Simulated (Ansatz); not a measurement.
```yaml
crystal:
  periodic: [false, false, false]
  atoms:
    - {symbol: h, position_ang: [-1.101778, -0.034163, 0.674452]}
    - {symbol: S, position_ang: [1.053169, -0.645595, 0.449709]}
    - {symbol: S, position_ang: [0.048609, 0.679758, -1.124162]}
basis:
  gaussian: {orbitals: ANO-RCC-VTZP, final_grid: {core_spheres: 8, valence_spheres: 7, degree: 23}}
hamiltonian: {xc: {name: wPBEh}}
```

```sh
$ ansatz run in.yaml --threads 4 --pin off --events-out ev --progress --plain --max-ram 3916MiB
```

It prints (some lines left out):

```
Error: YAML parse error: error: line 4 column 16: `h` is not an element symbol (H … Og, case-exact)
 --> <input>:4:16
2 |   periodic: [false, false, false]
3 |   atoms:
4 |     - {symbol: h, position_ang: [-1.101778, -0.034163, 0.674452]}
5 |     - {symbol: S, position_ang: [1.053169, -0.645595, 0.449709]}
6 |     - {symbol: S, position_ang: [0.048609, 0.679758, -1.124162]}
```

In this input an element symbol is wrong. The program refused the input.
